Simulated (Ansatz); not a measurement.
Relaxation of CH₅B (7 atoms, charge 0, multiplicity 1), to a largest force component of 0.02 eV/Å in at most 40 steps.

Theory: Ansatz 0.2.0, RKS B3LYP/def2-SVP.

```xyz
7
Properties=species:S:1:pos:R:3:forces:R:3
B 0.000 0.000 0.000 0.07 0.10 1.30
C 0.000 0.000 1.600 -0.41 -0.51 -0.99
H -1.000 -0.309 1.970 0.33 0.22 0.18
H 0.768 -0.711 1.970 -0.07 0.33 0.11
H 0.232 1.020 1.970 0.05 -0.18 0.02
H 1.030 0.000 -0.595 0.37 0.02 -0.30
H -1.030 0.000 -0.595 -0.34 0.02 -0.32
```

Question: Where does it end, and by what steps?

Answer: It converged. The force dipped under the threshold on the way, but the program's further checks kept it going. After 8 steps the energy has fallen by 0.068 eV; H7 moved furthest, 0.18 Å.

| step | energy less start (eV) | largest force component (eV/Å) | accepted |
| --- | --- | --- | --- |
| 0 | 0.0000 | 1.297 | yes |
| 1 | -0.0519 | 0.591 | yes |
| 2 | -0.0618 | 0.212 | yes |
| 3 | -0.0633 | 0.201 | yes |
| 4 | -0.0676 | 0.044 | yes |
| 5 | -0.0682 | 0.004 | yes |
| 6 | -0.0684 | 0.022 | yes |
| 7 | -0.0681 | 0.056 | no |
| 8 | -0.0684 | 0.001 | yes |

```xyz
7
Properties=species:S:1:pos:R:3
B 0.000 -0.016 0.020
C -0.011 -0.069 1.576
H -0.965 -0.378 2.029
H 0.828 -0.616 2.034
H 0.130 0.998 1.865
H 1.036 -0.099 -0.599
H -1.018 0.180 -0.603
```

Whether the end is a true minimum wasn't checked by a vibrational analysis.

Time of the run: 3.9 s on 1 thread of AMD EPYC 9R45 96-Core Processor (Zen 5) (shared host), peak memory 0.12 GiB.
